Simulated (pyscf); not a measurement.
**Concerted two-bond exchange: H₃Si–Si•(SiH₃)–SiH₃ + HF → F–Si(SiH₂•)(SiH₃)–SiH₃ + H₂**

Gas phase, doublet surface, charge 0. Bonds broken: Si2–H5, F14–H15. Bonds formed: Si1–F14, H5–H15. PySCF, gas phase, ωB97X-D3(BJ)/def2-SVP geometries.

Transition state (Å):

```xyz
15

Si    -0.6055     0.2795     0.0132
Si     1.5985     0.3982    -0.0127
Si    -1.5717    -1.4431    -1.1887
Si    -1.6463     1.6856     1.5211
H      1.6302     1.5705    -1.5128
H      2.3437     1.2575     0.9452
H      2.4374    -0.6618    -0.6329
H     -0.5356    -1.9900    -2.1135
H     -2.7218    -0.9312    -1.9878
H     -2.0489    -2.5361    -0.2930
H     -2.4632     0.9055     2.4961
H     -0.5839     2.4309     2.2588
H     -2.5353     2.6577     0.8203
F     -0.5806     1.4875    -1.6132
H      0.6514     1.5892    -1.6356
```

One imaginary mode, 1601i cm⁻¹; descent along it reached the two sides named.

| bond | change | reactant side (Å) | saddle | product side |
|---|---|---|---|---|
| Si2–H5 | breaks | 1.505 | 1.904 | 3.5 |
| F14–H15 | breaks | 0.929 | 1.236 | 2.412 |
| Si1–F14 | forms | 3.1 | 2.026 | 1.653 |
| H5–H15 | forms | 1.908 | 0.987 | 0.761 |

Electronic energies relative to the separated reactants (eV):

```csv
level,barrier,reaction energy,reverse barrier
ωB97X-D3(BJ)/def2-TZVP,1.65,-0.65,2.31
PBE/def2-TZVP,1.20,-0.69,1.88
r²SCAN/def2-TZVP,1.36,-0.76,2.12
B3LYP-D3(BJ)/def2-TZVP,1.45,-0.76,2.21
PBE0-D3(BJ)/def2-TZVP,1.47,-0.62,2.09
M06-2X/def2-TZVP,1.63,-0.79,2.42
ωB97M-D3(BJ)/def2-TZVP,1.53,-0.69,2.22
HF/def2-TZVP,2.71,-0.65,3.35
```

With ωB97M-D3(BJ)/def2-TZVP energies and thermal terms (ideal gas, 1 atm, RRHO with modes under 100 cm⁻¹ raised to 100, one conformer, R ln 2 for chiral ones without a mode under 150 cm⁻¹), in eV:

```json
[
 {"T (K)": "298", "ΔH‡": "1.42", "ΔG‡": "1.86", "ΔH": "-0.82", "ΔG": "-0.79"},
 {"T (K)": "600", "ΔH‡": "1.41", "ΔG‡": "2.31", "ΔH": "-0.78", "ΔG": "-0.77"},
 {"T (K)": "900", "ΔH‡": "1.43", "ΔG‡": "2.76", "ΔH": "-0.76", "ΔG": "-0.77"},
 {"T (K)": "1200", "ΔH‡": "1.46", "ΔG‡": "3.20", "ΔH": "-0.74", "ΔG": "-0.78"}
]
```

This saddle turned up in a search for another step; its sides and bond changes are read from the two ends of the descent. F–Si(SiH₂•)(SiH₃)–SiH₃ lies 0.36 eV over its isomer F–SiH₂–Si•(SiH₃)–SiH₃ (electronic energy, ωB97M-D3(BJ)/def2-TZVP). This is the saddle that the search found; another between the same sides may lie lower.
